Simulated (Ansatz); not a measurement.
A made-up structure of CH₆BO (charge +1), singlet:

```
9
angstrom
B -0.4799 0.8688 -1.0499
O -0.4940 0.0810 0.1290
C 0.6360 -0.6962 0.7145
H -1.5128 1.3857 -1.2972
H 0.5566 0.8962 -1.6139
H -1.3218 0.0214 0.6348
H 1.4737 -0.5295 0.0446
H 0.2665 -0.0036 -0.9853
H 0.8166 -0.2897 1.7061
```

It is relaxed with PBE-D4/def2-SVP and then PBE0-D4/def2-TZVP (Ansatz 0.2.0). Atoms count as bonded within 1.22 times the sum of their covalent radii (H–H: 0.88 Å). The end point is not checked to be a true minimum.

Question: Does its bonding change? (Judge from chemistry; the calculation decides.)

Answer: By the calculation: Yes. Formed: C3–H4; broken: B1–H4.

Where it ends: The first stage lowers the energy by 4.59 eV in 23 steps. It ends as CH₆BO ([BH2][OH][CH3]), total charge +1:
```csv
atom,x (Å),y (Å),z (Å)
B1,-0.5755,1.1461,-1.1153
O2,-0.3824,0.4161,0.0849
C3,0.6301,-0.6466,0.3477
H4,1.1863,-0.7456,-0.5794
H5,-1.4510,1.9374,-1.0631
H6,-0.9617,0.6090,0.8411
H7,1.2536,-0.2920,1.1644
H8,0.1616,0.8602,-1.9920
H9,0.0799,-1.5508,0.5945
```

Labels in which every atom is bracketed show which atoms are joined, not bond orders.

For scale, one of the runs: PBE0-D4/def2-TZVP relaxation, 129 basis functions, launched by `ansatz run in.yaml --threads 2 --pin off --events-out ev --progress --plain --max-ram 4352MiB`. The run took about 2.5 min on 2 CPU threads of an Arm Neoverse V2 (shared host).
